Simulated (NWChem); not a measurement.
Basis-set convergence for allene (C3H4)

```xyz
7

C      0.0000     0.0000     1.3078
C      0.0000     0.0000     0.0000
C      0.0000     0.0000    -1.3078
H      0.0000    -0.9368     1.8749
H      0.0000     0.9368     1.8749
H      0.9368     0.0000    -1.8749
H     -0.9368     0.0000    -1.8749
```
Charge 0, spin multiplicity 1.

Everything below was run with NWChem. All single points use one geometry, from PBE0/def2-SVP, a minimum by its harmonic frequencies.

Quantity: vertical ionisation energy at the level ΔMP2 (Δ: difference of total energies, the cation a doublet at the parent's geometry with its hole in an orbital of symmetry b1 (C2v labels); it is the state that the SCF runs reached, from PBE0 orbitals for Hartree-Fock references, and need not be the lowest).

The correlated methods keep 3 core orbitals frozen. The Pople sets run with spherical d functions. No SCF solution was tested for a lower state. Open-shell Hartree-Fock references start from PBE0 orbitals; any time given for them includes that run.

Relative cost: rough, from shared machines, SCF included, 3-21G = 1.

```json
[
 {"basis": "3-21G", "functions": "35", "vertical ionisation energy (eV)": "?", "relative cost": "1"},
 {"basis": "6-31G*", "functions": "50", "vertical ionisation energy (eV)": "?", "relative cost": "under 3"},
 {"basis": "def2-SVP", "functions": "62", "vertical ionisation energy (eV)": "10.21", "relative cost": "under 3"},
 {"basis": "cc-pVDZ", "functions": "62", "vertical ionisation energy (eV)": "10.18", "relative cost": "under 3"},
 {"basis": "6-311G**", "functions": "78", "vertical ionisation energy (eV)": "10.23", "relative cost": "3"},
 {"basis": "def2-SVPD", "functions": "92", "vertical ionisation energy (eV)": "?", "relative cost": "5"},
 {"basis": "def2-TZVP", "functions": "117", "vertical ionisation energy (eV)": "10.40", "relative cost": "10"},
 {"basis": "pcseg-2", "functions": "146", "vertical ionisation energy (eV)": "10.40", "relative cost": "20"},
 {"basis": "def2-TZVPP", "functions": "149", "vertical ionisation energy (eV)": "10.43", "relative cost": "20"}
]
```

**Question.** What belongs in the gaps?

**Answer.** 
- 3-21G, vertical ionisation energy (eV): 9.90
- 6-31G*, vertical ionisation energy (eV): 9.94
- def2-SVPD, vertical ionisation energy (eV): 10.35
